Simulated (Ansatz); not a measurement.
# BH2 (boron dihydride) at UHSE06/6-311G(d,p)

What is the vertical doublet–quartet gap of BH2 (boron dihydride) at UHSE06/6-311G**? 

The calculation is run with Ansatz 0.2.0.

58 further runs of the same task are left out: 58 set aside as unsound or not needed.

### 1 The molecule

BH2: 3 atoms, total charge 0, spin state doublet. SMILES: `[BH2]`. Geometry: relaxed at GFN2-xTB.

Bond lengths: B1–H2 1.159 Å, B1–H3 1.159 Å. Angles: H2–B1–H3 128.4°.

### 2 The energy at UHSE06/6-311G(d,p)

The input, run.yaml:

```yaml
crystal:
  periodic: [false, false, false]
  atoms:
    - {symbol: B, position_ang: [0.262840, -0.166230, 0.128640]}
    - {symbol: H, position_ang: [0.280020, 0.985320, 0.260980]}
    - {symbol: H, position_ang: [-0.542860, -0.819090, -0.389630]}
basis:
  gaussian: {orbitals: 6-311G_st__st_.json}
magnetization: {spin_polarized: true, initial_magnetization: 1}
hamiltonian: {xc: {name: HSE06}}
accuracy: high
```

The basis set 6-311G** is read from a file made from the Basis Set Exchange's data (not shown).

On the command line:

```console
$ ansatz run run.yaml --threads 1 --pin off --max-ram 2610MiB --events-out events.jsonl --progress --plain --runs-dir runs
```

What it wrote:

```text
Warning: RAYON_NUM_THREADS=1 ignored (pool sized by the plan → 1); use --threads N
Functional definition: HSE06
  name "HSE06"
  parameter a = 0.25
  parameter omega = 0.11/bohr
  exchange = pbe_x - a*pbe_x_sr(omega) + a*exact_x_sr(omega)
  correlation = pbe_c
533 factors; integrals over basis functions are off by at most 6.2e-9 eV
57 factors; integrals over basis functions are off by at most 2.0e-9 eV
mean field evaluation 1: about -704.0197 eV, gradient 7.7e0 eV
mean field evaluation 2: about -704.3795 eV, gradient 3.4e0 eV
mean field evaluation 4: about -704.4622 eV, gradient 9.4e-2 eV
mean field evaluation 8: about -704.4608 eV, gradient 6.2e-4 eV
mean field evaluation 16: about -704.4608 eV, gradient 2.4e-8 eV
mean field -704.46080442 eV, -25.8884570616 hartree, gradient 2.3e-8 eV, S^2 0.751535; 1 other end points of the search recorded, 0 dependent functions left out
reference -704.46080690 eV, -25.8884571528 hartree; 4, 3 occupied and 26, 27 virtual orbitals, 533 factors
Total energy: -704.46080690 eV, -25.8884571528 hartree
```

It took 1.2 s on 1 thread of Arm Neoverse V1, shared host; peak memory 0.092 GiB.

### 3 The quartet, same level

run.yaml, as its differences from that of step 2:

```diff
@@ -8,3 +8,3 @@
   gaussian: {orbitals: 6-311G_st__st_.json}
-magnetization: {spin_polarized: true, initial_magnetization: 1}
+magnetization: {spin_polarized: true, initial_magnetization: 3}
 hamiltonian: {xc: {name: HSE06}}
```

The basis set 6-311G** is read from a file made from the Basis Set Exchange's data (not shown).

On the command line:

```console
$ ansatz run run.yaml --threads 1 --pin off --max-ram 2610MiB --events-out events.jsonl --progress --plain --runs-dir runs
```

What it wrote, cut to the lines that bear on the results:

```text
Warning: RAYON_NUM_THREADS=1 ignored (pool sized by the plan → 1); use --threads N
[... 6 set-up lines as earlier in the session ...]
533 factors; integrals over basis functions are off by at most 6.2e-9 eV
57 factors; integrals over basis functions are off by at most 2.0e-9 eV
mean field evaluation 1: about -698.5523 eV, gradient 8.6e0 eV
mean field evaluation 2: about -698.9523 eV, gradient 5.1e0 eV
mean field evaluation 4: about -699.1420 eV, gradient 6.1e-2 eV
mean field evaluation 8: about -699.1413 eV, gradient 1.4e-3 eV
mean field evaluation 16: about -699.1413 eV, gradient 6.9e-8 eV
mean field -699.14130196 eV, -25.6929689520 hartree, gradient 6.9e-8 eV, S^2 3.751913; 0 other end points of the search recorded, 0 dependent functions left out
reference -699.14130463 eV, -25.6929690500 hartree; 5, 2 occupied and 25, 28 virtual orbitals, 533 factors
Total energy: -699.14130463 eV, -25.6929690500 hartree
```

It took 1.1 s on 1 thread of Arm Neoverse V1, shared host; peak memory 0.092 GiB.

### 4 What came out

Level: UHSE06/6-311G**.

```
                                        quantity         value
                           doublet: total energy  -25.88846 Eh
                                   doublet: ⟨S²⟩         0.752
                           quartet: total energy  -25.69297 Eh
                                   quartet: ⟨S²⟩         3.752
vertical energy of the quartet above the doublet      5.320 eV
```

**Reading.** At this shape the quartet lies 5.32 eV (513 kJ/mol) above the doublet.
